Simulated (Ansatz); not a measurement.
CH2S2, SMILES C1SS1: the interaction energy of a dimer with the counterpoise correction, run with the Python package of Ansatz (0.2.0).

The script, `dimer.py`:
```python
"""Binding of a CH2S2 dimer at a trial geometry."""

import ansatz as az

FIRST = [
    ("C", (-0.0251, 0.171, -0.204)),
    ("S", (0.231, 0.0485, 1.457)),
    ("S", (0.0817, -1.458, 0.0547)),
    ("H", (-0.9957, 0.5552, -0.4904)),
    ("H", (0.7081, 0.6835, -0.8172)),
]
SECOND = [
    ("C", (2.9015, -2.5495, 2.6026)),
    ("S", (3.8749, -2.2479, 3.9446)),
    ("S", (3.1303, -0.9131, 2.5582)),
    ("H", (3.3711, -3.1276, 1.8171)),
    ("H", (1.911, -2.9663, 2.7489)),
]

def energy(atoms, ghosts=()):
    molecule = az.Crystal.molecule()
    for symbol, xyz in atoms:
        molecule = molecule.atom(symbol, xyz)
    calc = (
        molecule.calculation()
        .basis(gaussian="def2-SVPD")
        .functional("PBE0")
        .accuracy("medium")
        .scf(lower_state_search="standard")
    )
    deck = calc.input()
    if ghosts:
        deck = deck.set(az.key.basis.gaussian.ghost_atoms, [{"symbol": s, "position_ang": list(xyz)} for s, xyz in ghosts])
    return az.Session.from_dict(deck).plan().execute().report["free_energy_ev"]


def main() -> None:
    # monomers in their own basis and in the basis of the dimer
    both = energy(FIRST + SECOND)
    alone = energy(FIRST) + energy(SECOND)
    ghosted = energy(FIRST, SECOND) + energy(SECOND, FIRST)
    print(f"dimer {both:.6f} eV")
    print(f"interaction, uncorrected   {(both - alone):8.3f} eV")
    print(f"interaction, counterpoise  {(both - ghosted):8.3f} eV")
    print(f"basis-set superposition    {(alone - ghosted):8.3f} eV")


if __name__ == "__main__":
    main()
```

How large is the interaction at this pose, and how much of it is basis-set superposition?

Uncorrected it is -0.042 eV, with the counterpoise correction 0.010 eV; the difference, 0.05 eV, is the superposition error. The sign changes with the correction, so this basis doesn't settle it.

What the script printed:

```console
$ python dimer.py
dimer -45445.957264 eV
interaction, uncorrected     -0.042 eV
interaction, counterpoise     0.010 eV
basis-set superposition       0.052 eV
```

What to keep in mind:
- These settings explore the input space; basis and method may be short of convergence.
- The dimer is a generated trial pose of unrelaxed monomers, not a minimum, so the figure is no binding energy, and the basis set is small.
- This level lacks the dispersion part of the attraction (electrostatics and induction are there), which can decide the sign where the interaction is weak.
- Wall time of the script: 15 s on 1 thread of Intel(R) Xeon(R) 6975P-C (Granite Rapids), on a shared host, peak memory 0.56 GiB.
